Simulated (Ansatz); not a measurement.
System: fcc Ni. Method: r²SCAN (plane waves, PAW; Ansatz, a program for electronic structure).

A relaxed, unreconstructed slab of the (110) face has 12 atoms, two equal faces of 8.558 Å² each and an energy of -70140.7378 eV. A bulk cell of 2 atoms with the same orientation and in-plane k mesh has -11690.5799 eV. Energies are extrapolated to zero smearing.

Numerical settings: plane-wave cutoff 500 eV, 16×22×1 k mesh (along the axes of the cell as run), Fermi–Dirac smearing 0.1 eV, spin-polarised with parallel moments, scalar-relativistic PAW data made under PBE.

Worked out: γ = (E_slab − N E_bulk per atom)/2A = [-70140.7378 − 12 × (-11690.5799/2)]/(2 × 8.558) = 0.1602 eV/Å². With 16.022 J/m² per eV/Å² this is 2.57 J/m², or 1.37 eV per surface cell and face.

Note: a magnet's gap depends somewhat on the PAW data.
